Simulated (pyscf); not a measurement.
Single points on ωB97X-D3(BJ)/def2-SVP structures (PySCF, gas phase).

Q: For the elementary gas-phase step `[OH][Sn]([Cl])([Cl])[Cl]` → `[OH][Sn][Cl]` [singlet] + `[Cl][Cl]` (singlet surface; Cl–Sn, Cl–Sn broken, Cl–Cl formed), what barrier and reaction energy does ωB97M-D3(BJ)/def2-TZVP give, measured from the reactant's lowest minimum found?

A: ΔE‡ = 106.9 kcal/mol, ΔE = +66.0 kcal/mol. Zero-point energy shifts the barrier by -0.9 kcal/mol. It is a 1,1-elimination, with an imaginary mode of 382i cm⁻¹. The same reactants have a lower exit, to HO–Sn•(Cl)–Cl + Cl• (no saddle counted: cutting one bond costs +83.9 kcal/mol at ωB97M-D3(BJ)/def2-TZVP, against +106.9 kcal/mol here). This is the saddle that the search found; another between the same sides may lie lower. A restricted solution here is unstable towards spin polarisation, so biradical character is likely and single-reference numbers are less safe. Elements past Kr carry the def2 core potentials, without spin-orbit coupling.
